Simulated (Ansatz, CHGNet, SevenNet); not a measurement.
**1T (CdI2-type) TiSe2 (undistorted form, which takes a superstructure on cooling): volume per atom by level of theory**

No measured value is used here.

```csv
level (code),value (Å³/atom)
CHGNet 0.3.0,26.32
SevenNet-l3i5,23.80
LDA (Ansatz),19.81
PBE (Ansatz),24.37
PBEsol (Ansatz),20.74
PBE-D3(BJ) (Ansatz),20.52
PBE-D4 (Ansatz),21.04
rVV10 (Ansatz),22.43
HSE06 (Ansatz),24.40
```

CHGNet 0.3.0: the cell has another shape than the first-principles one, perhaps another minimum in the same group. LDA: LDA has no dispersion term either, though it tends to give short spacings of layers, chains or molecules. PBE: for a layered or molecular solid the relaxed cell lies over 5 % above the published volume, where the minimum can be shallow. PBE, PBEsol, HSE06: the cell comes from a level without a dispersion term, which matters for the spacing of layers, chains or molecules. HSE06: exact exchange on metals is sensitive to the k mesh and can open a false gap. Cutoffs and k meshes differ between the levels. Ansatz's density-functional and Hartree–Fock values are scalar-relativistic unless marked +SOC, with PAW data made under PBE.

Machine-learned potentials (CHGNet 0.3.0, SevenNet-l3i5) are trained on DFT data: a solid inside that data is no test of them.

Ansatz is a quantum-chemistry and plane-wave program.
